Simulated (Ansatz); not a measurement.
Born–Oppenheimer molecular dynamics of CHS$_{2}$ (4 atoms, charge -1, multiplicity 1). It starts from a relaxed structure.

The calculation used RKS r2SCAN-D4/cc-pVDZ (Ansatz 0.2.0).

```json
{"ensemble": "NVT, Nosé–Hoover chain", "time step": "1 fs", "steps asked": "150", "set temperature": "200 K", "thermostat": "time constant 100 fs, chain length 5", "masses": "H 3.016 u", "seed": "764516"}
```

First frame:

```xyz
4
Properties=species:S:1:pos:R:3
S 1.482 -0.529 -0.546
C -0.013 -0.021 0.068
S -1.256 0.892 -0.633
H -0.213 -0.342 1.112
```

Task: How far do the bonds stretch over the last three quarters of this one trajectory? (Pairs bonded in most of those frames.)

Result: 
```
 bond  mean (Å)  spread (Å)  shortest  longest
S1–C2     1.699       0.035      1.64     1.77
C2–S3     1.696       0.030      1.64     1.75
C2–H4     1.112       0.011      1.09     1.13
```

Mean temperature of the second half: 145 K. The conserved energy stayed within 0.2 meV per atom of its start (net change 0.15 meV per atom), so the integration is sound. The mean temperature of the second half is 28 % below the set value. A run of 0.15 ps of so small a system gives no equilibrium averages. Limits of this set-up: an anion without diffuse functions, the dipole of an ion depends on the origin.

Run time: 9.1 min on 1 CPU thread of a shared host.
